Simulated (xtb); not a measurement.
A run for xtb: GFN1-xTB on CH7NO (a complex).

```
$ xtb mol.xyz --gfn 1 --sp --chrg 0 --uhf 0
10

O     -2.43491695    -0.57191175    -0.00625517
H     -2.79357395     0.31577025     0.02607683
H     -1.47340895    -0.43431675     0.00987283
N      1.03966105    -0.33516075     0.02186283
H      1.33502605    -0.88779875    -0.77292817
H      1.34974205    -0.84588175     0.83872183
C      1.69899605     0.97320325    -0.01837917
H      1.38845405     1.55492825     0.84613683
H      2.79030605     0.93390825    -0.02733517
H      1.37228405     1.50912125    -0.90620317
```

The head of its log:

```
[...]
           -------------------------------------------------
          |                Calculation Setup                |
           -------------------------------------------------



molecular fragmentation (1/2 indicates fragments):
1112222222
# atoms in fragment 1/2:     3     7
 fragment masses (1/2) :       18.02       31.06
CMA distance (Bohr)    :   7.333
constraining FC (au)   :  0.0500

           -------------------------------------------------
          |                 G F N 1 - x T B                 |
           -------------------------------------------------

        Reference                      10.1021/acs.jctc.7b00118
      * Hamiltonian:
        H0-scaling (s, p, d)           1.850000    2.250000    2.000000
        zeta-weighting                 0.000000
      * Dispersion:
        s8                             2.400000
        a1                             0.630000
        a2                             5.000000
        s9                             0.000000
      * Repulsion:
        kExp                           1.500000
        rExp                           1.000000
      * Coulomb:
        alpha                          2.000000
        third order                    atomic
        anisotropic                    false
      * Halogen bond correction:
        rad-scale                      1.300000
        damping                        0.440000


          ...................................................
          :                      SETUP                      :
          :.................................................:
          :  # basis functions                  26          :
          :  # atomic orbitals                  26          :
          :  # shells                           20          :
          :  # electrons                        22          :
          :  # halogen bonds                     0          :
          :  max. iterations                   250          :
          :  Hamiltonian                  GFN1-xTB          :
          :  restarted?                      false          :
          :  GBSA solvation                  false          :
          :  PC potential                    false          :
          :  electronic temp.          300.0000000     K    :
          :  accuracy                    1.0000000          :
          :  -> integral cutoff          0.2500000E+02      :
          :  -> integral neglect         0.1000000E-07      :
          :  -> SCF convergence          0.1000000E-05 Eh   :
          :  -> wf. convergence          0.2000000E-04 e    :
          :  Broyden damping             0.4000000          :
          :  net charge                          0          :
          :  unpaired electrons                  0          :
          ...................................................

 iter      E             dE          RMSdq      gap      omega  full diag
   1    -13.9040902 -0.139041E+02  0.598E+00    6.80       0.0  T
   2    -13.9118119 -0.772171E-02  0.362E+00    7.35       1.0  T
```

Task: Give the final energy of this run.

Result: -13.7826 hartree.
